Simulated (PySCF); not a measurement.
Computed with core-valence-separated Tamm–Dancoff BHandHLYP/aug-pcX-1 (pcseg-1 on H) in PySCF, non-relativistic, gas phase, PBE0-D3(BJ)/def2-SVP geometry. BHandHLYP without relativity tends to put these K edges a few eV too low, so spacings mean more than positions.

Main lines of an unknown, eV (oscillator strength): C K: 281.8 (0.059), 282.5 (0.043), 283.3 (0.075), 285.6 (0.009), 285.6 (0.007); O K: 528.2 (0.046), 534.1 (0.005). Listed: the first five lines at most of each edge with a tenth or more of its strongest line's intensity; roots within 0.03 eV on the same or equivalent atoms are summed. Only the lowest roots were sought, and the top ones are left out.

Question: Which candidate gives them?
A. `C/C=C1\C[C@H]1O`
B. `CO[C@]12C[C@H]1C2`
C. `CC(=O)C(=C)C`

Answer: C. 

- `C=C(C)C(C)=O`: C K: 281.8 (0.059), 282.5 (0.043), 283.3 (0.075), 285.6 (0.009), 285.6 (0.007); O K: 528.2 (0.046), 534.1 (0.005). First C line listed at 281.8 eV, hole on the terminal =CH2 carbon (1s→π*); first O line listed at 528.2 eV, hole on the ketone oxygen (1s→π*).
- `C/C=C1\C[C@H]1O`: C K: 282.9 (0.054), 282.9 (0.064), 285.2 (0.008), 285.5 (0.007), 285.8 (0.011); O K: 532.4 (0.020), 533.4 (0.023), 534.6 (0.006), 534.7 (0.006), 535.2 (0.008). First C line listed at 282.9 eV, hole on the fully substituted alkene carbon (1s→π*); first O line listed at 532.4 eV, hole on the alcohol oxygen.
- `CO[C@]12C[C@H]1C2`: C K: 286.0 (0.024), 286.2 (0.017), 286.3 (0.082), 286.4 (0.019), 286.6 (0.058); O K: 534.0 (0.018), 534.3 (0.003), 534.8 (0.018), 535.3 (0.011), 535.3 (0.002). First C line listed at 286.0 eV, hole on the sp3 carbon at a ring junction; first O line listed at 534.0 eV, hole on the ether oxygen.

One conformer each; other structures than these candidates weren't tested.

Conformer computed: `[CH2:1]=[C:2]([CH3:3])[C:4]([CH3:5])=[O:6]`: C1–C2–C4–C5 -179°.
